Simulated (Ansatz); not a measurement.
A made-up structure of SiH3O2 (charge +1), singlet:

| atom | x (Å) | y (Å) | z (Å) |
| --- | --- | --- | --- |
| O1 | -1.1214 | -0.2397 | -0.8238 |
| Si2 | 0.1887 | 0.4027 | -0.2696 |
| O3 | 1.0014 | -0.0164 | 0.9953 |
| H4 | 0.4057 | -0.8757 | -0.8485 |
| H5 | 0.7167 | 1.5295 | -1.0240 |
| H6 | 0.8928 | -0.7028 | 1.6627 |

It is relaxed with PBE-D4/def2-SVP and then PBE0-D4/def2-TZVP (Ansatz 0.2.0). Atoms count as bonded within 1.22 times the sum of their covalent radii (H–H: 0.88 Å). The end point is not checked to be a true minimum.

(1) Does its bonding change? (A judgement: the text doesn't fix the answer.)

## Answers

(1) Computed: Yes. Formed: O1–H4; broken: Si2–H4.

Where it ends: The first stage lowers the energy by 4.82 eV in 13 steps. It ends as SiH₃O₂ ([OH][SiH][OH]), total charge +1:
```xyz
6
angstrom
O -0.3999 -0.4680 -1.1473
Si 0.4218 0.4963 -0.2359
O 1.0474 0.1951 1.1619
H -0.6840 -1.3850 -1.0657
H 0.6297 1.8409 -0.7523
H 1.0690 -0.5818 1.7313
```

Labels in which every atom is bracketed show which atoms are joined, not bond orders.

For scale, one of the runs: PBE0-D4/def2-TZVP relaxation, 117 basis functions, launched by `ansatz run in.yaml --threads 2 --pin off --events-out ev --progress --plain --max-ram 4352MiB`. The run took about 8.5 s on 2 CPU threads of an Arm Neoverse V2 (shared host).
